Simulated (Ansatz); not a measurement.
Total energies of C2H6O3S (`COS(=O)OC`).

Z-matrix (Å, degrees):
```
C
O 1 1.424
H 1 1.093 2 110.8
H 1 1.094 2 111.3 3 -121.7
H 1 1.089 2 106.4 3 119.4
S 2 1.631 1 114.5 3 78.3
O 6 1.613 2 99.5 1 -71.2
O 6 1.441 2 102.7 1 177.1
C 7 1.432 6 117.3 2 -68.9
H 9 1.092 7 110.6 6 65.8
H 9 1.090 7 110.3 6 -55.7
H 9 1.088 7 105.7 6 -175.0
```

Charge 0, multiplicity 1. The structure was optimised at the PBE0-D4/def2-TZVP level. It is one conformer, not always the lowest. Basis def2-TZVPP, the Gaussian-basis code of Ansatz.

RPA on PBE orbitals: Hartree–Fock energy of these orbitals -701.35148 Eh, correlation -1.96341 Eh (frozen core).

```json
{"functional": "PBE", "energy without D4 (Eh)": "-703.29169", "D4 term (kJ/mol)": "-25.4"}
{"functional": "revPBE", "energy without D4 (Eh)": "-703.62955", "D4 term (kJ/mol)": "-84.1"}
{"functional": "BLYP", "energy without D4 (Eh)": "-703.72349", "D4 term (kJ/mol)": "-56.5"}
{"functional": "r2SCAN", "energy without D4 (Eh)": "-703.61714", "D4 term (kJ/mol)": "-6.5"}
{"functional": "PBE0", "energy without D4 (Eh)": "-703.32255", "D4 term (kJ/mol)": "-21.3"}
{"functional": "B3LYP", "energy without D4 (Eh)": "-703.81592", "D4 term (kJ/mol)": "-40.5"}
{"functional": "r2SCANh", "energy without D4 (Eh)": "-703.59456", "D4 term (kJ/mol)": "-6.8"}
{"functional": "HSE06 (plane-wave form)", "energy without D4 (Eh)": "-703.30090", "D4 term (kJ/mol)": "-19.7"}
{"functional": "BHLYP", "energy without D4 (Eh)": "-703.62319", "D4 term (kJ/mol)": "-28.7"}
{"functional": "CAM-B3LYP", "energy without D4 (Eh)": "-703.69337", "D4 term (kJ/mol)": "-21.3"}
{"functional": "LC-ωPBE", "energy without D4 (Eh)": "-703.50300", "D4 term (kJ/mol)": "–"}
{"functional": "ωB97M-V", "energy without D4 (Eh)": "-703.67062", "D4 term (kJ/mol)": "–"}
{"functional": "B2PLYP", "energy without D4 (Eh)": "-703.45298", "D4 term (kJ/mol)": "–"}
{"functional": "PBE-QIDH", "energy without D4 (Eh)": "-703.19376", "D4 term (kJ/mol)": "–"}
```

Question: Give the same for LDA (SPW92), B97M-V, r2SCAN0, ωB97X-V. (Estimate.)

Answer: Computed: 
```
 functional  energy without D4 (Eh)  D4 term (kJ/mol)
LDA (SPW92)              -700.09613                 –
     B97M-V              -703.62608                 –
    r2SCAN0              -703.56259              -7.4
    ωB97X-V              -703.63731                 –
```

B3LYP takes the VWN-RPA correlation (the form of Gaussian; ORCA's B3LYP/G). HSE06 is the plane-wave form, built on full-range PBE exchange. The double hybrids freeze the cores in their second-order part.

LC-ωPBE has ω = 0.4 bohr⁻¹.
